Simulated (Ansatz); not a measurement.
A calculation with Ansatz (development build ahead of 0.2.0).

```yaml
crystal:
  periodic: [false, false, false]
  atoms:
    - { symbol: F, position_ang: [0.0, -0.41501, -1.28958] }
    - { symbol: H, position_ang: [0.0, 0.49164, -0.86251] }
    - { symbol: F, position_ang: [0.0, 0.41501, 1.28958] }
    - { symbol: H, position_ang: [0.0, -0.49164, 0.86251] }
basis:
  gaussian: { orbitals: cc-pVDZ }
hamiltonian:
  xc: hf
correlation:
  method: mp2
  frozen_orbitals: { F: 1, H: 0 }
```

The input is written out in the form of the current development build from the run's settings.

The run gave:

```yaml
Converged: yes
Reference_energy: -200.02923 hartree
Correlation_energy: -0.41308 hartree
Total_energy: -200.44231 hartree
Spin_squared_of_the_determinant: 0.000
```
